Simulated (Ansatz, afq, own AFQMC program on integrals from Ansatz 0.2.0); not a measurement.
P⁺, quintet: AFQMC among the cluster methods

A free P cation.

Basis 6-31G. Noble-gas cores (and the filled d shells of Ga–Kr and In–Xe) are frozen. AFQMC by an in-house program on the Cholesky factors that Ansatz 0.2.0 writes for its CCSD(T) run. The CISD trial takes its coefficients from CCSD amplitudes. Released means that phaseless walkers are propagated on without the constraint, phases kept. Error bars are statistical, one sigma.

Determinant: UHF, the one that the program's search chose, which needn't be the lowest solution.

Full CI on the same integrals is exact in this basis and with this determinant's frozen core.

Cautions: another spin lies lower (by 4.26 eV).

* T1 diagnostic: 0.0019
* weight of the determinant in the CISD state: 0.998
* ⟨S²⟩ of the determinant: 6.000
* size of the correlated space: 4 electrons in 8 orbitals

```
  level  correlation energy (eV)
    MP2                  -0.0540
   CCSD                  -0.0754
CCSD(T)                  -0.0759
```

Estimate where full CI lies against CCSD(T) on the same integrals.

0.2 meV below CCSD(T).

Reference: full CI, correlation energy -0.076 eV. The released energy is read at 2.40 1/Eh (meV from the phaseless value at times in 1/Eh: 0.00 ± 0.03 at 0.24, -0.01 ± 0.02 at 0.51, -0.01 ± 0.01 at 0.99, -0.02 ± 0.01 at 1.62, 0.00 ± 0.01 at 2.40).

```csv
level,E − E(reference) (meV),share of correlation (%)
CCSD(T),0.2,99.78
CCSDT,0.0,100.02
CCSDT(Q),0.0,100.01
ph-AFQMC/CISD,0.0 ± 0.03,100.00
released AFQMC,0.0 ± 0.01,100.00
```

CCSDT and higher add their correlation energy to the determinant of the CCSD(T) run, since their own runs factorise the integrals more tightly (a shift of under 2 meV). A walk keeps the symmetry of its determinant, which the program's search chose and which needn't be the lowest solution, so a lower state of the same spin and another symmetry isn't excluded. Released energies are given only where the last usable release times agree within the noise; a slower fall can still hide under it.
